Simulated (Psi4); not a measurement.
# Si2H5 (SMILES [SiH2][SiH3]): UMP2/def2-SV(P) (density fitting, density fitting for correlation, sweep point 1)

What is the energy change on altering one bond length of Si2H5 at UMP2/def2-SV(P) (density fitting, density fitting for correlation, sweep point 1)? 

The calculation is run with Psi4 1.11.

**1. The system as given**

The species is Si2H5 (7 atoms), meant as a doublet with charge 0. As SMILES, `[SiH2][SiH3]`. The coordinates come from a PBE0-D4/def2-TZVP relaxation.

Bond lengths: Si1–Si2 2.324 Å, Si1–H3 1.489 Å, Si1–H4 1.488 Å, Si2–H5 1.487 Å, Si2–H6 1.490 Å, Si2–H7 1.487 Å. Angles: Si1–Si2–H5 109.0°, Si1–Si2–H6 112.7°, Si1–Si2–H7 109.0°, Si2–Si1–H3 114.5°, Si2–Si1–H4 114.5°, H5–Si2–H6 108.5°, H5–Si2–H7 109.1°, H6–Si2–H7 108.5°, H3–Si1–H4 109.9°.

**2. A single-point energy at UMP2/def2-SV(P) (density fitting, density fitting for correlation, sweep point 1)**

Input file job.inp:

```
memory 1600 MB

molecule m {
  0 2
  Si    -0.209600    -1.361200    -0.191100
  Si     0.357900     0.889200    -0.062000
  H     -0.002600    -2.123900     1.070300
  H     -1.573600    -1.624600    -0.725600
  H      0.210000     1.502800    -1.408000
  H     -0.495800     1.643100     0.898600
  H      1.774900     1.006800     0.372200
  symmetry c1
}

set {
  basis           def2-SV(P)
  reference       uhf
  puream          true
  scf_type        df
  num_frozen_docc 10
  maxiter         150
}

energy("mp2")
```

Command:

```bash
psi4 job.inp job.out -n 1
```

job.out, shortened:

```text
[...]
  Running in c1 symmetry.
[...]
  Nuclear repulsion =   82.797384022765954
[...]
  Multiplicity = 2
[...]
  Nalpha       = 17
  Nbeta        = 16
[...]
    Number of basis functions: 46
[...]
   @DF-UHF iter   1:  -580.49296656588581   -6.41327e-01   3.25754e-03 DIIS/ADIIS
[...]
   @DF-UHF iter  13:  -580.53217263510362   -4.54747e-13   3.20776e-09 DIIS
[...]
   @S^2 Observed:                7.577719430E-01
[...]
    Orbital Energies [Eh]
    ---------------------
    Alpha Occupied:
       1A    -68.755166     2A    -68.753119     3A     -6.133663
       4A     -6.130109     5A     -4.249720     6A     -4.240226
       7A     -4.240181     8A     -4.239808     9A     -4.239683
      10A     -4.239323    11A     -0.762505    12A     -0.675194
      13A     -0.505789    14A     -0.496111    15A     -0.477152
      16A     -0.427516    17A     -0.325261
    Alpha Virtual:
      18A      0.134387    19A      0.154822    20A      0.163272
      21A      0.199253    22A      0.203592    23A      0.211927
      24A      0.301812    25A      0.382740    26A      0.438832
[...]
  @DF-UHF Final Energy:  -580.53217263510362
   => Energetics <=
    Nuclear Repulsion Energy =             82.7973840227659537
    One-Electron Energy =                -969.3215488402881874
    Two-Electron Energy =                 305.9919921824185280
    Total Energy =                       -580.5321726351037341
  UHF NO Occupations:
  HONO-2 :   15  A 1.9995761
  HONO-1 :   16  A 1.9970473
[...]
 Multipole Moments:
 ------------------------------------------------------------------------------------
     Multipole            Electronic (a.u.)      Nuclear  (a.u.)        Total (a.u.)
 ------------------------------------------------------------------------------------
 L = 1.  Multiply by 2.5417464519 to convert [e a0] to [Debye]
 Dipole X            :          0.4133176           -0.3934292            0.0198885
 Dipole Y            :         -1.3558247            1.3612984            0.0054737
 Dipole Z            :         -0.7377584            0.7220243           -0.0157341
 Magnitude           :                                                    0.0259436
[...]
```

It took 2.5 s on 1 thread of Intel Xeon Platinum 8259CL at 2.50GHz (Skylake/Cascade Lake), shared host; peak memory 0.19 GiB.

**3. The distorted shape, same level**

Input file input.in:

```
memory 1600 MB

molecule {
  0 2
  Si    -0.313103    -0.979839    -0.821818
  Si     0.254397     1.270561    -0.692718
  H     -0.002600    -2.123900     1.070300
  H     -1.677103    -1.243239    -1.356318
  H      0.106497     1.884161    -2.038718
  H     -0.599303     2.024461     0.267882
  H      1.671397     1.388161    -0.258518
  symmetry c1
}

set {
  basis def2-SV(P)
  reference uhf
  puream true
  scf_type df
  num_frozen_docc 10
  maxiter 150
}

E, wfn = energy('mp2', return_wfn=True)
```

Command:

```bash
psi4 input.in input.out -n 1
```

input.out, shortened:

```text
[...]
  Running in c1 symmetry.
[...]
  Nuclear repulsion =   80.691669588540421
[...]
  Multiplicity = 2
[...]
  Nalpha       = 17
  Nbeta        = 16
[...]
    Number of basis functions: 46
[...]
   @DF-UHF iter   1:  -580.41199203889551   -7.56155e-01   3.20910e-03 DIIS/ADIIS
[...]
   @DF-UHF iter  16:  -580.45286592196123   -3.41061e-12   8.54552e-09 DIIS
[...]
   @S^2 Observed:                7.563968074E-01
[...]
    Orbital Energies [Eh]
    ---------------------
    Alpha Occupied:
       1A    -68.802009     2A    -68.766183     3A     -6.172964
       4A     -6.143114     5A     -4.288227     6A     -4.278738
       7A     -4.278450     8A     -4.253086     9A     -4.252639
      10A     -4.252307    11A     -0.766239    12A     -0.666058
      13A     -0.505933    14A     -0.503711    15A     -0.461409
      16A     -0.388643    17A     -0.333204
    Alpha Virtual:
      18A      0.047259    19A      0.133489    20A      0.154835
      21A      0.179490    22A      0.195804    23A      0.201976
      24A      0.311545    25A      0.374869    26A      0.433584
[...]
  @DF-UHF Final Energy:  -580.45286592196123
   => Energetics <=
    Nuclear Repulsion Energy =             80.6916695885404209
    One-Electron Energy =                -964.5356081985003129
    Two-Electron Energy =                 303.3910726879987010
    Total Energy =                       -580.4528659219611200
  UHF NO Occupations:
  HONO-2 :   15  A 1.9997510
  HONO-1 :   16  A 1.9973559
[...]
 Multipole Moments:
 ------------------------------------------------------------------------------------
     Multipole            Electronic (a.u.)      Nuclear  (a.u.)        Total (a.u.)
 ------------------------------------------------------------------------------------
 L = 1.  Multiply by 2.5417464519 to convert [e a0] to [Debye]
 Dipole X            :          0.2424728           -0.3044893           -0.0620166
 Dipole Y            :         -0.5866995            1.0335960            0.4468965
 Dipole Z            :         -1.7673673            1.2639985           -0.5033689
 Magnitude           :                                                    0.6759754
[...]
```

It took 2.4 s on 1 thread of Intel Xeon Platinum 8259CL at 2.50GHz (Skylake/Cascade Lake), shared host; peak memory 0.19 GiB.

**4. Outcome**

Level: UMP2/def2-SV(P) (density fitting, density fitting for correlation, sweep point 1), 10 core orbitals frozen.

| quantity | value |
| --- | --- |
| first shape: total energy | -580.68303 Eh |
| first shape: HOMO energy (Hartree–Fock orbitals) (highest over α and β) | -8.85 eV |
| first shape: LUMO energy (Hartree–Fock orbitals) (lowest over α and β) | 1.07 eV |
| first shape: correlation energy (10 core orbitals frozen) | -150.9 mEh |
| first shape: ⟨S²⟩ of the reference determinant | 0.758 |
| distorted shape: total energy | -580.61029 Eh |
| distorted shape: HOMO energy (Hartree–Fock orbitals) (highest over α and β) | -9.07 eV |
| distorted shape: LUMO energy (Hartree–Fock orbitals) (lowest over α and β) | 0.59 eV |
| distorted shape: correlation energy (10 core orbitals frozen) | -157.4 mEh |
| distorted shape: ⟨S²⟩ of the reference determinant | 0.756 |
| energy change with the Si1–H3 bond stretched from 1.489 to 2.233 Å | 1.979 eV |

What this shows: With the Si1–H3 bond stretched from 1.489 to 2.233 Å the energy rises by 1.98 eV (191 kJ/mol). The first shape isn't relaxed at this level, so the change isn't measured from a minimum.
